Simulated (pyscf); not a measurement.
`[O]=[Ta]([F])([F])[Cl]` + `[FH]` → `[O]=[Ta]([F])([F])[F]` + `[ClH]` (four-centre exchange; singlet surface; Cl–Ta, F–H broken, F–Ta, Cl–H formed). PySCF, gas phase, ωB97X-D3(BJ)/def2-SVP geometries. Energies in eV from the separated reactants.

```
level                   barrier  reaction energy
----------------------  -------  ---------------
ωB97X-D3(BJ)/def2-TZVP     0.01            -0.01
PBE/def2-TZVP                 ?            -0.18
r²SCAN/def2-TZVP          -0.13            -0.17
B3LYP-D3(BJ)/def2-TZVP     0.03            -0.16
M06-2X/def2-TZVP              ?                ?
ωB97M-D3(BJ)/def2-TZVP     0.05            -0.18
```

Question: What belongs in the gaps?

Answer: 
- PBE/def2-TZVP, barrier: -0.07
- M06-2X/def2-TZVP, barrier: 0.00
- M06-2X/def2-TZVP, reaction energy: -0.05

On the reactant side the descent ends in an adduct with a F–Ta contact, 0.37 eV under the separated species and 0.38 eV under the saddle at ωB97X-D3(BJ)/def2-TZVP. On the product side the descent ends in an adduct with a Cl–Ta contact, 0.37 eV under the separated species and 0.40 eV under the saddle at ωB97X-D3(BJ)/def2-TZVP. At PBE, r²SCAN the saddle lies under the separated reactants, which points to a path from their complex (located at ωB97X-D3(BJ) alone). What is counted as formed (F–Ta) is already present as a longer contact in the reactant adduct; forming that adduct is a step of its own. What is counted as broken (Cl–Ta) persists as a longer contact in the product adduct; parting that adduct is a step of its own. This is the saddle that the search found; another between the same sides may lie lower. Elements past Kr carry the def2 core potentials, without spin-orbit coupling.
